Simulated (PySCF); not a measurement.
Input of a run (PBE0-D3(BJ)/def2-SVP geometry optimisation, gas phase (PySCF 2.14.0)), started from MMFF94s:
```
{"job": {"xc": "PBE0", "basis": "def2-SVP", "d3": "d3bj", "grid": 1, "kind": "geom"}, "charge": 0, "multiplicity": 1}
C     -1.734631    -0.164167     0.081822
C     -0.270162     0.101669    -0.003545
C      0.745388    -0.901937     0.120050
C      2.017413    -0.388105    -0.001973
S      2.003226     1.299152    -0.268740
C      0.294168     1.344615    -0.221956
H     -2.274704     0.716965     0.443412
H     -2.127358    -0.429423    -0.904895
H     -1.941604    -0.990293     0.769823
H      0.549895    -1.953873     0.291444
H      2.955725    -0.922598     0.051879
H     -0.217355     2.287995    -0.357319
```

Output (energies in Eh, forces in Eh/bohr):
```
step   0  E = -591.69887153  max force = 0.012031
step   1  E = -591.69954123  max force = 0.003227
step   2  E = -591.69959198  max force = 0.003460
step   3  E = -591.69975799  max force = 0.001444
step   4  E = -591.69974296  max force = 0.002104
step   5  E = -591.69978684  max force = 0.000397
step   6  E = -591.69979845  max force = 0.000478
step   7  E = -591.69981499  max force = 0.000567
step   8  E = -591.69983825  max force = 0.000609
step   9  E = -591.69986909  max force = 0.000325
step  10  E = -591.69990008  max force = 0.000235
step  11  E = -591.69992126  max force = 0.000089
step  12  E = -591.69992284  max force = 0.000067
optimisation converged
```

Summarise the run.

The energy falls by 2.8 kJ/mol over 13 energy and gradient evaluations, the largest force component goes from 0.0120 to 6.7e-05 Eh/bohr, and the atoms move by 0.224 Å rms after alignment. Among the bonds, C3–C4, C4–S5, S5–C6, C2–C6, C3–H10, C4–H11 and C6–H12 change most and about equally (-0.009 to +0.008 Å). Bonds longer at the end by more than 0.005 Å: 8 of 12; shorter: 2. Among the dihedrals that turn most is H8–C1–C2–C6, from 92° to 120°. The energy rose by more than 1e-6 Eh at step 4. The first step brought 64 % of the lowering.

What are the final bond lengths?

C1–C2 1.496 Å, C2–C3 1.431 Å, C3–C4 1.368 Å, C4–S5 1.717 Å, S5–C6 1.718 Å, C2–C6 1.373 Å, C1–H7 1.099 Å, C1–H8 1.102 Å, C1–H9 1.102 Å, C3–H10 1.092 Å, C4–H11 1.089 Å, C6–H12 1.090 Å. Numbering counts from 1 in the input's order; the species is `c1c(C)csc1`.

The run used 118 basis functions and 83 SCF cycles in all. Cost: about 50 s of CPU time on one thread; the machine was shared, so the figure is rough.

Whether it is a minimum is left open (no frequencies).
